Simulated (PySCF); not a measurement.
C3H4, SMILES C#CC.

Geometry: ωB97X-D3(BJ)/def2-TZVP.

Method: PBE/def2-TZVPD (PySCF).

Isolated molecule, no solvent.

Computed frontier levels, gap, dipole moment and polarisability:
```yaml
highest_occupied_level: -6.52 eV
lowest_empty_level: -0.18 eV
orbital_gap: 6.34 eV
dipole_moment: 0.86 D
quadrupole, principal values (traceless, Buckingham form, about the centre of nuclear charge): -2.66, -2.66, 5.33 D·Å
mean_static_polarisability: 37.4 bohr³ (5.54 Å³)
polarisability_principal_values: 29.7, 29.7, 52.8 bohr³
```
